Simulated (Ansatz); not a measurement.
The input, for Ansatz 0.2.0:

```yaml
crystal:
  periodic: [false, false, false]
  atoms:
    - {symbol: Si, position_ang: [0.159709, -0.004982, 1.705234]}
    - {symbol: As, position_ang: [-0.085934, 0.003392, -0.613001]}
    - {symbol: H, position_ang: [0.927137, 1.107020, -0.984017]}
    - {symbol: H, position_ang: [1.010245, -1.220354, -0.965804]}
basis:
  gaussian: {orbitals: cc-pVDZ}
magnetization: {spin_polarized: false, initial_magnetization: 1}
correlation: {method: ccsdt_q, electrons: outside_noble_gas}
```

```sh
$ ansatz run in.yaml --threads 1 --pin off --events-out ev --progress --plain --max-ram 2393MiB
```

Output:

```
1086 factors; integrals over basis functions are off by at most 1.8e-7 eV
mean field evaluation 1: about -68685.9548 eV, gradient 8.8e0 eV
mean field evaluation 2: about -68685.9755 eV, gradient 8.8e0 eV
mean field evaluation 4: about -68686.6645 eV, gradient 1.4e0 eV
mean field evaluation 8: about -68686.6827 eV, gradient 3.7e-3 eV
mean field evaluation 16: about -68686.6387 eV, gradient 1.3e0 eV
mean field evaluation 32: about -68686.3797 eV, gradient 2.0e-1 eV
mean field evaluation 64: about -68683.8117 eV, gradient 8.3e-1 eV
mean field evaluation 96: about -68683.3140 eV, gradient 1.4e0 eV
mean field evaluation 128: about -68683.8291 eV, gradient 1.7e0 eV
mean field evaluation 160: about -68683.3376 eV, gradient 1.5e0 eV
mean field -68686.68267493 eV, -2524.1890307979 hartree, gradient 2.5e-6 eV, S^2 0.750000; 7 other end points of the search recorded, 0 dependent functions left out
...
determinant -68686.68267493 eV, -2524.1890307979 hartree, with singles and doubles -68692.60762793 eV, -2524.4067688047 hartree
determinant -68686.38011378 eV, -2524.1779118807 hartree, with singles and doubles -68692.28383258 eV, -2524.3948695450 hartree
determinant -68683.81733511 eV, -2524.0837315016 hartree, with singles and doubles -68689.94341914 eV, -2524.3088609375 hartree
determinant -68683.25577824 eV, -2524.0630946673 hartree, with singles and doubles -68689.37484407 eV, -2524.2879661891 hartree
determinant -68686.68267493 eV, -2524.1890307979 hartree, with singles and doubles -68692.60750733 eV, -2524.4067643726 hartree
determinant -68686.38011378 eV, -2524.1779118807 hartree, with singles and doubles -68692.28352745 eV, -2524.3948583316 hartree
...
19 core orbitals not correlated: weight in the atoms' cores, before any rotation towards them, 1.000 or more for the frozen orbitals, at most 0.000 for the correlated occupied ones
reference -68686.68267493 eV, -2524.1890307979 hartree; 6, 5 occupied and 30, 31 virtual orbitals, 1086 factors
second order -4.78793132 eV of doubles, -0.06350889 eV of singles
...
cycle  24  -6.15774668 eV  change   -2.7e-6 eV  update   7.9e-6
cycle  25  -6.15774709 eV  change   -4.0e-7 eV  update   5.9e-6
cycle  26  -6.15774718 eV  change   -9.7e-8 eV  update   4.9e-6
cycle  27  -6.15774708 eV  change    1.0e-7 eV  update   4.1e-6
cycle  28  -6.15774803 eV  change   -9.5e-7 eV  update   3.3e-6
cycle  29  -6.15774821 eV  change   -1.9e-7 eV  update   2.7e-6
cycle  30  -6.15774863 eV  change   -4.2e-7 eV  update   2.1e-6
cycle  31  -6.15774851 eV  change    1.2e-7 eV  update   1.8e-6
cycle  32  -6.15774839 eV  change    1.2e-7 eV  update   1.6e-6
cycle  33  -6.15774842 eV  change   -3.5e-8 eV  update   1.4e-6
perturbative correction -0.01220409 eV, -0.0004484920 hartree
Total energy: -68692.85262744 eV, -2524.4157723706 hartree
```

Ran on 1 thread of Intel Xeon 6975P-C, shared host: 30 s wall, 0.41 GiB peak host memory.
